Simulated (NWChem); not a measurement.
Molecule: dichloromethane (CH2Cl2); SMILES ClCCl

```xyz
5

Cl     1.4955     0.0000     0.2117
C      0.0000     0.0000    -0.7731
Cl    -1.4955     0.0000     0.2117
H      0.0000     0.8991    -1.3852
H      0.0000    -0.8991    -1.3852
```
Atoms are numbered in this order, from 1.

All runs: NWChem. Pople sets run with spherical d functions. Structure relaxed at the B3LYP/6-31G* (spherical d) level. Level: B3LYP/6-31G* with SMD (1 M gas to 1 M solution), gas-phase geometry.

Question: What does the run give for solvent n-hexane? Quantities: solvation free energy (kcal/mol); cavity-dispersion-structure term (kcal/mol); dipole in solution (D).

Answer: 
| Quantity | Result |
|---|---|
| solvation free energy (kcal/mol) | -3.8 |
| cavity-dispersion-structure term (kcal/mol) | -2.0 |
| dipole in solution (D) | 2.10 |
